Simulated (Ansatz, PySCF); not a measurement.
The pair A = H2O (SMILES O) (first 3 atoms), B = H2O (SMILES O); geometry from A24 set.
(charge 0, multiplicity 1):
```xyz
6

O     -0.067     0.000     1.494
H      0.816     0.000     1.866
H      0.069     0.000     0.539
O      0.063     0.000    -1.423
H     -0.407    -0.760    -1.772
H     -0.407     0.760    -1.772
```

Frozen-core correlation. Rows in 6-31G* carry no dispersion term and start afresh at each structure (6-31G* with six Cartesian d functions).

Programs: Ansatz (Gaussian orbitals); PySCF for 6-31G* rows. Values without a source in brackets are computed.

Total energies (hartree), monomers frozen at their geometry in the pair:

```tsv
structure	HF/6-31G*	HF/aug-cc-pVTZ	CCSD(T)/aug-cc-pVDZ
AB	-152.0297867	-152.1266901	-152.5560202
A in the pair's basis	-76.0106722	-76.0603475	-76.2742443
B in the pair's basis	-76.0114845	-76.0605612	-76.2748031
A	-76.0103156	-76.0603033	-76.2738193
B	-76.0104477	-76.0604875	-76.2737970
```

Task: Work out the interaction energy without and with the counterpoise correction, and the superposition error, for each level.

Result: 
E(AB) − E(A) − E(B), times 627.509 kcal/mol, with the monomers in their own basis and then in the pair's basis:
- HF/6-31G*: -5.66 uncorrected, -4.79 corrected; the monomers gain 0.87 kcal/mol from borrowed functions
- HF/aug-cc-pVTZ: -3.70 uncorrected, -3.63 corrected; the monomers gain 0.07 kcal/mol from borrowed functions
- CCSD(T)/aug-cc-pVDZ: -5.27 uncorrected, -4.38 corrected; the monomers gain 0.90 kcal/mol from borrowed functions

Ansatz is an electronic-structure program.
